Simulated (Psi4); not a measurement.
Reaction (SMILES): S (H2S) + H+ → [SH3+]
B3LYP-D3(BJ)/def2-TZVP geometries, fixed; electronic energies without zero-point terms; positive where energy is released.

Basis-set convergence of the proton affinity at wB97X-V with Psi4. Cartesian d functions, on some or all atoms, in 6-31G*, 6-31+G*; all else is spherical. Density fitting with the program's default auxiliary sets. Psi4's default fitting sets serve the pcseg sets less well. The functional holds VV10 correlation; no added dispersion term, no relativity. Functions are those of the species that has most. Reference: the value in aug-cc-pV(Q+d)Z, 175.84 kcal/mol, itself unsure by roughly 0.13 kcal/mol (its mean distance from cc-pV(5+d)Z, def2-QZVPPD, def2-QZVPP). Deviations are taken from unrounded values.

```tsv
basis	functions	proton affinity (kcal/mol)
6-31G*	25	173.18
6-31+G*	29	172.78
def2-SVP	33	175.93
def2-SVPD	51	173.93
pcseg-1	33	173.82
aug-pcseg-1	54	174.27
cc-pV(D+d)Z	38	176.22
aug-cc-pV(D+d)Z	59	174.64
6-311G**	44	174.80
6-311+G**	48	174.67
def2-TZVP	55	176.06
def2-TZVPD	73	175.65
pcseg-2	76	175.68
aug-pcseg-2	119	175.54
cc-pV(T+d)Z	81	176.06
aug-cc-pV(T+d)Z	124	175.69
def2-TZVPP	84	176.18
def2-TZVPPD	102	175.78
cc-pV(Q+d)Z	154	176.03
aug-cc-pV(Q+d)Z	227	175.84
def2-QZVPP	160	175.98
def2-QZVPPD	178	175.89
pcseg-3	163	175.99
aug-pcseg-3	236	175.97
```

What the diffuse functions change, pair by pair:
- 6-31G* to 6-31+G*: 4 more functions, deviation -2.66 to -3.06 kcal/mol
- def2-SVP to def2-SVPD: 18 more functions, deviation 0.09 to -1.91 kcal/mol
- pcseg-1 to aug-pcseg-1: 21 more functions, deviation -2.02 to -1.56 kcal/mol
- cc-pV(D+d)Z to aug-cc-pV(D+d)Z: 21 more functions, deviation 0.38 to -1.20 kcal/mol
- 6-311G** to 6-311+G**: 4 more functions, deviation -1.04 to -1.17 kcal/mol
- def2-TZVP to def2-TZVPD: 18 more functions, deviation 0.23 to -0.19 kcal/mol
- pcseg-2 to aug-pcseg-2: 43 more functions, deviation -0.15 to -0.30 kcal/mol
- cc-pV(T+d)Z to aug-cc-pV(T+d)Z: 43 more functions, deviation 0.22 to -0.15 kcal/mol
- def2-TZVPP to def2-TZVPPD: 18 more functions, deviation 0.34 to -0.06 kcal/mol
- cc-pV(Q+d)Z to aug-cc-pV(Q+d)Z: 73 more functions, deviation 0.19 to 0.00 kcal/mol
- def2-QZVPP to def2-QZVPPD: 18 more functions, deviation 0.14 to 0.05 kcal/mol
- pcseg-3 to aug-pcseg-3: 73 more functions, deviation 0.15 to 0.13 kcal/mol

Leaving out the reference's own pair, they bring the value nearer the reference by more than 0.13 kcal/mol in 2 of 11 pairs.
